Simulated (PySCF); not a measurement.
What does the GFN2-xTB structure of `CCCC(F)F` look like in three dimensions?

```
atom  x, y, z in Å
C1     1.8584    0.3986   -0.3442
C2     0.4490    0.6452    0.1774
C3    -0.3906   -0.6296    0.1269
C4    -1.7967   -0.3919    0.6469
F5    -2.4646    0.4914   -0.1369
F6    -2.5229   -1.5387    0.6184
H7     2.4411    1.3150   -0.3093
H8     2.3632   -0.3527    0.2586
H9     1.8290    0.0502   -1.3735
H10   -0.0360    1.4152   -0.4252
H11    0.4979    1.0061    1.2072
H12    0.0637   -1.4138    0.7349
H13   -0.4652   -0.9895   -0.9012
H14   -1.8272   -0.0060    1.6780
```

Any rigid rotation of these coordinates is as good. Atoms count from 1 in this order. Of the pairs four or more bonds apart, F5···H10 is among the closest relative to their van der Waals radii: 2.61 Å, 98 % of the sum of Bondi's values.

Bonds between heavy atoms (Å): C1–C2 1.523, C2–C3 1.527, C3–C4 1.518, C4–F5 1.357, C4–F6 1.358.

Structure optimised with GFN2-xTB, isolated species.

Point group: C1 (no symmetry element, even within 0.4 Å). Whether it is a minimum is left open (no frequencies). One conformer, not necessarily the lowest (C1–C2–C3–C4 180°, C2–C3–C4–F5 64°).

The numbers are calculated, not measured.
